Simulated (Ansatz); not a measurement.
2H MoTe2, treated with PBE-D3(BJ) (plane waves, PAW; Ansatz, an electronic-structure program).

Settings: plane-wave cutoff 520 eV, 12×12×4 k mesh (along the axes of the cell as run), Fermi–Dirac smearing 0.01 eV, no spin polarisation, scalar-relativistic PAW data made under PBE.

Cell (relaxed at this level):

```
CELL_PARAMETERS angstrom
      1.74828    -3.02812     0.00000
      1.74828     3.02812     0.00000
      0.00000     0.00000    13.69510
ATOMIC_POSITIONS crystal
  Te 0.33333 0.66667 0.88268
  Te 0.66667 0.33333 0.38268
  Te 0.66667 0.33333 0.11732
  Te 0.33333 0.66667 0.61732
  Mo 0.33333 0.66667 0.25000
  Mo 0.66667 0.33333 0.75000
```

Question: Give the computed bulk modulus B0, band gap, smallest direct gap on the k points sampled and Γ–Γ gap.

Answer: 
* **bulk modulus B0**: 44.5 GPa
* **band gap**: 0.59 eV
* **smallest direct gap on the k points sampled**: 1.03 eV
* **Γ–Γ gap**: 2.87 eV

Measured, for comparison: band gap 1.06 ± 0.01 eV (4 K, zero-point motion not removed, indirect, absorption from ellipsometry, single crystal; as tabulated in Gulo et al. (2023), doi:10.1103/physrevmaterials.7.044001).

Note: the bulk modulus comes from volumes at which shape and atoms were relaxed.

Spin–orbit coupling is not included; with these elements it can move the gap by several tenths of an eV or more.

Computed values are for the static lattice.
